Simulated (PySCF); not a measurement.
Gas-phase reaction: 2 Cl + C₄H₁₀ (n-butane) → 2 CH₃Cl + C₂H₄

Method: PySCF energies plus ideal-gas RRHO corrections (1 bar). 'Table' is the NASA 1993 thermochemical table (part measured, part estimated). S°(298 K) at PBE0/def2-TZVP differs from the NASA 1993 table for C₄H₁₀ (n-butane) (-9 J/mol/K); whether the harmonic model or the table's entry is off was not settled. † marks an energy on the PBE0/def2-TZVP geometry and frequencies; other levels use their own. 6-31G* has spherical d functions here. Open shells (unrestricted): Cl (multiplicity 2, electronic degeneracy 6); the rest are closed-shell singlets. Spin-orbit splitting is ignored; it lowers the true energy and changes the entropy of Cl. B3LYP is the form with VWN-RPA correlation. The harmonic model lacks anharmonicity and excited electronic states, which grow with temperature; levels with a mode under 35 cm⁻¹ are left out. Internal rotation in C₄H₁₀ (n-butane) is treated as a harmonic vibration of one conformer, which makes the entropy rough.

```csv
level,"ΔH°(298 K), kJ",minus table,"ΔG°(800 K), kJ"
table,-228.2,-,-260.6
B3LYP/def2-TZVP†,-233.2,-5.0,-269.8
BLYP/def2-TZVP†,-253.8,-25.6,-290.3
HF/6-31G*,-72.1,156.1,-110.6
PBE/def2-SVP,-220.2,8.0,-258.0
PBE/def2-TZVP†,-253.6,-25.4,-290.1
r2SCAN/def2-TZVP†,-230.2,-2.0,-266.7
ωB97M-V/def2-TZVP†,-234.0,-5.8,-270.5
```
